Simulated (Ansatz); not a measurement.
Worked example: correlation energy of GeC⁺, doublet

Geometry: a point of a stretch scan, not a stationary point.

```json
{"atom": "Ge", "x (Å)": "0.0000", "y (Å)": "0.0000", "z (Å)": "0.0000"}
{"atom": "C", "x (Å)": "0.0000", "y (Å)": "0.0000", "z (Å)": "2.0990"}
```

Basis cc-pVDZ; Ansatz 0.2.0. Only valence electrons are correlated (noble-gas cores and the filled d shells of p-block atoms frozen), which leaves 7 electrons in 26 orbitals. R marks a restricted (for open shells ROHF) determinant. No spin–orbit coupling is included, and no scalar relativity.

Full CI is exact within this basis and frozen core; it isn't the basis-set limit.

RCCSD has a T1 diagnostic of 0.036 and a largest doubles amplitude of 0.08.

Runs differ by some tens of microhartree through their thresholds and, for an open shell, their frozen cores, so steps under 0.03 kcal/mol mean nothing.

```json
{"level": "RHF", "total energy (hartree)": "-2112.709648"}
{"level": "RMP2", "total energy (hartree)": "-2112.833305"}
{"level": "RCCSD", "total energy (hartree)": "-2112.874600"}
{"level": "RCCSD(T)", "total energy (hartree)": "-2112.880326"}
{"level": "RCCSDT", "total energy (hartree)": "-2112.882491"}
{"level": "RCCSDT(Q)", "total energy (hartree)": "-2112.883085"}
{"level": "full CI", "total energy (hartree)": "-2112.883334"}
```

Question: What is the correlation energy at full CI, and what share of it do RMP2 and RCCSD recover?

Answer: E(corr) = -2112.883334 − (-2112.709648) = -0.173686 hartree = -4.726 eV. RMP2: -0.123657 / -0.173686 = 71.20 %. RCCSD: -0.164952 / -0.173686 = 94.97 %.

Question: By how many kcal/mol does RCCSD(T) miss full CI (1 hartree = 627.509 kcal/mol), and which steps make up the rest?

Answer: -2112.880326 − (-2112.883334) = 0.003008 hartree = 1.89 kcal/mol. Steps: RCCSDT − RCCSD(T) = -1.36, RCCSDT(Q) − RCCSDT = -0.37, full CI − RCCSDT(Q) = -0.16 kcal/mol. Differences between like states or geometries often cancel part of this.
